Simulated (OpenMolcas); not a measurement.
# C2H4F2 (SMILES CC(F)F): levels of theory compared

Aim: a comparison of 6 runs (HF/STO-3G, HF/3-21G, BHLYP/6-311+G**, M06-2X/6-311+G**, SVWN5/6-311+G**, TPSS/6-311+G**) of C2H4F2. 

The results are computed with OpenMolcas 26.06.

### Step 1. The molecule

The species is C2H4F2 (8 atoms), meant as a singlet with charge 0. SMILES: `CC(F)F`. Geometry: relaxed at PBE0-D4/def2-TZVP.

Bond lengths: C1–C2 1.497 Å, C2–F3 1.361 Å, C2–F4 1.361 Å, C1–H5 1.091 Å, C1–H6 1.091 Å, C1–H7 1.090 Å, C2–H8 1.095 Å. Some angles: C1–C2–F3 110.3°, C1–C2–F4 110.3°, F3–C2–F4 107.0°, C1–C2–H8 114.0°, F3–C2–H8 107.5°, F4–C2–H8 107.5°, C2–C1–H5 109.4°, C2–C1–H6 109.9°, C2–C1–H7 109.9°, H5–C1–H6 109.3°.

### Step 2. Energy and forces at HF/STO-3G (run 1)

Contents of input.xyz:

```xyz
8

C      0.003300     0.777600     0.023300
C     -0.052000    -0.718200    -0.008200
F      0.925500    -1.243400     0.779100
F      0.168200    -1.172100    -1.271900
H      0.981400     1.111900    -0.325400
H     -0.157200     1.132800     1.041800
H     -0.771000     1.190600    -0.624000
H     -1.006100    -1.136400     0.329500
```

Contents of calc.inp:

```
>>> EXPORT MOLCAS_PRINT=2
&GATEWAY
BasLib = $CurrDir
Coord = input.xyz
Basis = STO-3G
Group = NoSym
&SEWARD
&SCF
Thresholds = 1e-10 1e-07 1e-07 1e-05
PrOrbitals = 1 2
&ALASKA
```

The basis set STO-3G is read from a file made from the Basis Set Exchange's data (not shown).

On the command line:

```
$ export MOLCAS_MEM=1860
$ pymolcas calc.inp > calc.log
```

The log of the run:

```text
--- Start Module: gateway ---
[...]
--- Stop Module: gateway /rc=_RC_ALL_IS_WELL_ ---
[...]
      Basis functions           24
[...]
--- Start Module: scf ---
[...]
       Convergence after  11 Iterations
[...]
::    Total SCF energy                               -273.2119369554
[...]
      Total spin, S                                     0.0000000000
[...]
      Total electronic charge=   34.000000
      Total            charge=   -0.000000
[...]
      Dipole Moment (debye):
      Origin of the operator (angstrom)=    0.2913   -0.6491   -0.1326
                   X= -9.5775E-01               Y=  1.0809E+00               Z=  3.9147E-01           Total=  1.4963E+00
      Quadrupole Moment (debye*angstrom):
[...]
 *              Molecular gradients               *
 **************************************************
  Irreducible representation: a
 ------------------------------------------------------------------------------------------
                              X                       Y                       Z
 ------------------------------------------------------------------------------------------
  C1                5.27545097775128E-03   -4.68268823487721E-02   -3.66435996229120E-03
  C2                3.67306545766244E-03    3.17376338384157E-02   -1.51382378948295E-04
  F3               -2.08676225588942E-02    1.01480177949984E-02   -1.75036537036100E-02
  F4               -4.26523884654639E-03    8.56122486073652E-03    2.73486178317306E-02
  H5                4.92283258566362E-03    1.91058668675526E-04   -1.79111319282943E-03
  H6               -1.18819489125854E-03   -2.94754322595514E-04    5.02066401941015E-03
  H7               -4.12542044992348E-03   -3.56435105284270E-05   -3.01395332180876E-03
  H8                1.65751277255066E-02   -3.48065498093231E-03   -6.24481929163512E-03
[...]
```

Run time: 1.9 s. Hardware: 1 thread of Arm Neoverse V1, shared host; peak memory 0.37 GiB.

### Step 3. Energy and forces at HF/3-21G (run 2)

Contents of calc.input:

```
>>> EXPORT MOLCAS_PRINT=2

&GATEWAY
  BasLib
  $CurrDir
  Coord
  8
  angstrom
  C        0.003300       0.777600       0.023300
  C       -0.052000      -0.718200      -0.008200
  F        0.925500      -1.243400       0.779100
  F        0.168200      -1.172100      -1.271900
  H        0.981400       1.111900      -0.325400
  H       -0.157200       1.132800       1.041800
  H       -0.771000       1.190600      -0.624000
  H       -1.006100      -1.136400       0.329500
  Basis
  3-21G
  Group
  NoSym

&SEWARD

&SCF
  Thresholds
  1e-10 1e-07 1e-07 1e-05
  PrOrbitals
  1 2

&ALASKA
```

The basis set 3-21G is read from a file made from the Basis Set Exchange's data (not shown).

On the command line:

```
$ export MOLCAS_MEM=1860
$ pymolcas calc.input > calc.log
```

The log of the run:

```text
--- Start Module: gateway ---
[...]
--- Stop Module: gateway /rc=_RC_ALL_IS_WELL_ ---
[...]
      Basis functions           44
[...]
--- Start Module: scf ---
[...]
       Convergence after  12 Iterations
[...]
::    Total SCF energy                               -275.4423611986
[...]
      Total spin, S                                     0.0000000000
[...]
      Total electronic charge=   34.000000
      Total            charge=   -0.000000
[...]
      Dipole Moment (debye):
      Origin of the operator (angstrom)=    0.2913   -0.6491   -0.1326
                   X= -1.7084E+00               Y=  1.8154E+00               Z=  6.9435E-01           Total=  2.5877E+00
      Quadrupole Moment (debye*angstrom):
[...]
 *              Molecular gradients               *
 **************************************************
  Irreducible representation: a
 ------------------------------------------------------------------------------------------
                              X                       Y                       Z
 ------------------------------------------------------------------------------------------
  C1                2.36605710265891E-03   -8.71174495020366E-03   -1.24214722763938E-03
  C2                2.50170023810998E-02    5.12728834006726E-03   -8.97856598363611E-03
  F3               -1.30679814468611E-02    3.78283716637728E-03   -1.13018205005417E-02
  F4               -2.51095821475202E-03    2.77305497273161E-03    1.72185739893909E-02
  H5                6.17780961262770E-03    2.12208737509378E-03   -2.18867231761466E-03
  H6               -1.84266957525614E-03    1.99240733169082E-03    6.61288871189658E-03
  H7               -5.61508985910519E-03    2.33888132896376E-03   -3.67516675923052E-03
  H8               -1.05241700004424E-02   -9.42481156471309E-03    3.55491008744191E-03
[...]
```

It took 2.2 s on 1 thread of Arm Neoverse V1, shared host; peak memory 0.38 GiB.

Runs 3 to 5 aren't shown in full; the table further down has their settings and results.

### Step 4. Energy and forces at TPSS/6-311+G(d,p) (run 6)

Contents of coord.xyz:

```xyz
8

C      0.003300     0.777600     0.023300
C     -0.052000    -0.718200    -0.008200
F      0.925500    -1.243400     0.779100
F      0.168200    -1.172100    -1.271900
H      0.981400     1.111900    -0.325400
H     -0.157200     1.132800     1.041800
H     -0.771000     1.190600    -0.624000
H     -1.006100    -1.136400     0.329500
```

Contents of calc.input:

```
&GATEWAY
 BASLIB=$CurrDir
 COORD=coord.xyz
 BASIS=6-311pGss
 GROUP=NoSym

&SEWARD
 GRIDINPUT
 Grid=UltraFine
 End of Grid

&SCF
 KSDFT=2
 1.0 MGGA_X_TPSS
 1.0 MGGA_C_TPSS
 THRESHOLDS=1e-10 1e-07 1e-07 1e-05
 PRORBITALS=1 2

&ALASKA
```

The basis set 6-311+G** is read from a file made from the Basis Set Exchange's data (not shown).

On the command line:

```
$ export MOLCAS_MEM=1860
$ pymolcas calc.input > calc.log
```

The log of the run:

```text
--- Start Module: gateway ---
[...]
--- Stop Module: gateway /rc=_RC_ALL_IS_WELL_ ---
[...]
      Basis functions          112
[...]
--- Start Module: scf ---
[...]
       Convergence after  14 Iterations
[...]
::    Total KS-DFT energy                            -278.4246996363
[...]
      Total spin, S                                     0.0000000000
[...]
      Total electronic charge=   34.000000
      Total            charge=   -0.000000
[...]
      Dipole Moment (debye):
      Origin of the operator (angstrom)=    0.2913   -0.6491   -0.1326
                   X= -1.4827E+00               Y=  1.6747E+00               Z=  6.0614E-01           Total=  2.3174E+00
      Quadrupole Moment (debye*angstrom):
[...]
 *              Molecular gradients               *
 **************************************************
  Irreducible representation: a
 ------------------------------------------------------------------------------------------
                              X                       Y                       Z
 ------------------------------------------------------------------------------------------
  C1               -6.96593678655155E-04   -6.06709599209143E-03   -1.19240502864937E-05
  C2                1.64583797716826E-02   -6.87195467932056E-03   -6.26281172957110E-03
  F3               -1.43438201392030E-02    8.17292825477267E-03   -1.19359961522729E-02
  F4               -2.97214761690145E-03    7.09350928444863E-03    1.88189319765932E-02
  H5               -2.11363278632604E-03   -1.17503697525501E-03    7.48880711513022E-04
  H6                4.25464814385546E-04   -1.09027711473386E-03   -2.46443499398241E-03
  H7                1.92475645317414E-03   -1.24382607927309E-03    1.55458495574701E-03
  H8                1.31759318186031E-03    1.18175330141490E-03   -4.47230717656844E-04
[...]
```

Wall time 69 s (1 thread of Arm Neoverse V1, shared host); peak memory 0.67 GiB.

### Step 5. Overview of the runs

```csv
run,level,integration grid,energy (Eh),dipole moment (D),HOMO energy (eV),LUMO energy (eV),wall time
1,HF/STO-3G,–,-273.211937,1.50,-10.75,15.07,1.9 s
2,HF/3-21G,–,-275.442361,2.59,-13.70,7.43,2.2 s
3,BHLYP/6-311+G**,UltraFine,-278.272869,2.54,-11.52,0.73,48 s
4,M06-2X/6-311+G**,UltraFine,-278.291500,2.48,-11.44,0.40,61 s
5,SVWN5/6-311+G**,UltraFine,-276.397418,2.36,-8.14,-0.20,38 s
6,TPSS/6-311+G**,UltraFine,-278.424700,2.32,-8.13,-0.03,69 s
```

### Step 6. Outcome

```
                       quantity          value
            run 6: total energy  -278.42470 Eh
           run 6: dipole moment         2.32 D
             run 6: HOMO energy       -8.13 eV
             run 6: LUMO energy       -0.03 eV
           run 6: HOMO–LUMO gap        8.10 eV
run 6: largest force on an atom     1.048 eV/Å
```

In words: The dipole moment (its size) runs from 1.50 D (HF/STO-3G) to 2.59 D (HF/3-21G). The HOMO–LUMO gap runs from 7.95 eV (SVWN5/6-311+G**) to 25.82 eV (HF/STO-3G). The two ends differ in method and basis. Totals of different functionals can't be ranked against each other. In run 1 the basis is minimal, so the values are rough. All runs together took 3.7 min, the longest 69 s.
